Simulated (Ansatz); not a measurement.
Worked example: correlation energy of BF⁺, doublet

Geometry: a point of a stretch scan, not a stationary point.

```yaml
atoms:
  - { symbol: B, position_ang: [0.0000, 0.0000, 0.0000] }
  - { symbol: F, position_ang: [0.0000, 0.0000, 1.3080] }
```

Basis 6-31G; Ansatz 0.2.0. Only valence electrons are correlated (noble-gas cores frozen), which leaves 9 electrons in 16 orbitals. Prefix R: restricted or restricted open-shell reference; prefix U: unrestricted.

Full CI is exact within this basis and frozen core; it isn't the basis-set limit. The frozen core follows each run's orbitals, which can shift R against U totals by a few meV.

Runs differ by some tens of microhartree through their thresholds and, for an open shell, their frozen cores, so steps under 0.1 kcal/mol mean nothing.

| level | total energy (hartree) |
| --- | --- |
| UHF | -123.685649 |
| UMP2 | -123.844937 |
| UCCSD | -123.844541 |
| UCCSD(T) | -123.850008 |
| UCCSDT | -123.850648 |
| UCCSDT(Q) | -123.851111 |
| UCCSDTQ | -123.850931 |
| full CI | -123.850828 |

Q: What is the correlation energy at full CI, and what share of it do UMP2 and UCCSDT recover?

A: E(corr) = -123.850828 − (-123.685649) = -0.165179 hartree = -4.495 eV. UMP2: -0.159288 / -0.165179 = 96.43 %. UCCSDT: -0.164999 / -0.165179 = 99.89 %.

Q: By how many kcal/mol does UCCSD(T) miss full CI (1 hartree = 627.509 kcal/mol), and which steps make up the rest?

A: -123.850008 − (-123.850828) = 0.000820 hartree = 0.51 kcal/mol. Steps: UCCSDT − UCCSD(T) = -0.40, UCCSDT(Q) − UCCSDT = -0.29, UCCSDTQ − UCCSDT(Q) = 0.11, full CI − UCCSDTQ = 0.06 kcal/mol. That is within 1 kcal/mol of the reference in this basis, which itself misses far more of the correlation at the basis-set limit.
